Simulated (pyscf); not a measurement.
A first-order saddle from PySCF, ωB97X-D3(BJ)/def2-SVP:

```
B
O 1 1.3979
H 2 0.9617 1 114.43
H 1 1.2073 2 116.84 3 -161.91
O 1 1.5990 4 109.91 2 131.95
H 5 0.9668 1 108.38 4 -139.95
H 5 1.2311 6 112.29 1 65.18
C 7 1.3879 5 151.44 6 -107.16
H 8 1.0993 7 140.14 5 -2.89
H 8 1.1022 9 106.07 1 123.31
H 8 1.1041 9 107.34 10 116.99
```
Charge 0, spin multiplicity 1.

Surface: singlet, charge 0. Lowest wavenumbers (cm⁻¹): 1452i, 135, 292, 329, 375.

Q: Which two sides does it connect, and which bonds change?

A: HO–BH–OH + CH₄ ⇌ H₂O + H₃C–BH–OH, a four-centre exchange read from left to right: B–O, C–H broken and H–O, B–C formed. At CCSD(T)/def2-TZVPP + ΔMP2(QZVPP) it lies +276.5 kJ/mol from the left side and +141.0 kJ/mol from the right (each side as separated species at their lowest minima found). On the product side the descent ends in a complex (not fully relaxed), 24.2 kJ/mol under the separated species and 156.4 kJ/mol under the saddle at ωB97X-D3(BJ)/def2-TZVP. The products may also form a dative adduct at H₃C–BH–OH; it and routes through it were not searched. One saddle was located; it need not be the lowest between these sides. The CCSD(T) − MP2 part came from Ansatz, without density fitting, on the same reference.
